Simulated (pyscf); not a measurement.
1,1-elimination: H₃C–SiH₂–CH₃ (SMILES C[SiH2]C) → CH₄ (SMILES C) + H₃C–SiH: (SMILES C[SiH]) [singlet]

Gas phase, singlet surface, charge 0. Bonds broken: C1–Si2, Si2–H7. Bonds formed: C1–H7. Single points on ωB97X-D3(BJ)/def2-SVP structures (PySCF, gas phase). MP2 and CC: frozen core, UHF for open shells. ΔMP2 is the change of the MP2 total energy from the triple- to the quadruple-zeta basis.

Transition state (Å):

```xyz
11

C     -1.2420    -1.4982     0.1903
Si     0.5717    -0.2623     0.5388
C     -0.3459     1.3809     0.3056
H     -1.6209    -1.6187    -0.8353
H     -1.9292    -0.8442     0.7442
H     -1.1624    -2.4758     0.6839
H      0.1204    -1.3863    -0.3834
H      0.5211    -0.6909     1.9701
H     -1.2074     1.4907     0.9845
H     -0.7066     1.4591    -0.7330
H      0.3371     2.2290     0.4740
```

One imaginary mode, 1340i cm⁻¹; descent along it reached the two sides named.

| bond | change | reactant side (Å) | saddle | product side |
|---|---|---|---|---|
| C1–Si2 | breaks | 1.882 | 2.222 | 3.1 |
| Si2–H7 | breaks | 1.497 | 1.522 | 2.415 |
| C1–H7 | forms | 2.8 | 1.482 | 1.107 |

Electronic energies relative to the reactant's lowest minimum found (eV):

```json
[
 {"level": "ωB97X-D3(BJ)/def2-TZVP", "barrier": "3.45", "reaction energy": "+2.52", "reverse barrier": "0.92"},
 {"level": "PBE/def2-TZVP", "barrier": "2.89", "reaction energy": "+2.28", "reverse barrier": "0.61"},
 {"level": "r²SCAN/def2-TZVP", "barrier": "3.11", "reaction energy": "+2.51", "reverse barrier": "0.59"},
 {"level": "B3LYP-D3(BJ)/def2-TZVP", "barrier": "3.20", "reaction energy": "+2.30", "reverse barrier": "0.90"},
 {"level": "PBE0-D3(BJ)/def2-TZVP", "barrier": "3.16", "reaction energy": "+2.47", "reverse barrier": "0.69"},
 {"level": "M06-2X/def2-TZVP", "barrier": "3.26", "reaction energy": "+2.31", "reverse barrier": "0.94"},
 {"level": "ωB97M-D3(BJ)/def2-TZVP", "barrier": "3.30", "reaction energy": "+2.30", "reverse barrier": "0.99"},
 {"level": "HF/def2-TZVP", "barrier": "4.04", "reaction energy": "+2.22", "reverse barrier": "1.82"},
 {"level": "MP2/def2-QZVPP", "barrier": "3.33", "reaction energy": "+2.52", "reverse barrier": "0.80"},
 {"level": "CCSD/def2-TZVPP", "barrier": "3.42", "reaction energy": "+2.28", "reverse barrier": "1.14"},
 {"level": "CCSD(T)/def2-TZVPP", "barrier": "3.28", "reaction energy": "+2.31", "reverse barrier": "0.98"},
 {"level": "CCSD(T)/def2-TZVPP + ΔMP2(QZVPP)", "barrier": "3.28", "reaction energy": "+2.34", "reverse barrier": "0.94"}
]
```

With CCSD(T)/def2-TZVPP + ΔMP2(QZVPP) energies and thermal terms (ideal gas, 1 atm, RRHO with modes under 100 cm⁻¹ raised to 100, one conformer, R ln 2 for chiral ones without a mode under 150 cm⁻¹), in eV:

| T (K) | ΔH‡ | ΔG‡ | ΔH | ΔG |
|---|---|---|---|---|
| 298 | 3.22 | 3.18 | +2.30 | +1.83 |
| 600 | 3.21 | 3.15 | +2.27 | +1.37 |
| 900 | 3.19 | 3.12 | +2.22 | +0.92 |
| 1200 | 3.17 | 3.10 | +2.17 | +0.50 |

One saddle was located; it need not be the lowest between these sides. The CCSD(T) − MP2 part came from Ansatz, without density fitting, on the same reference.
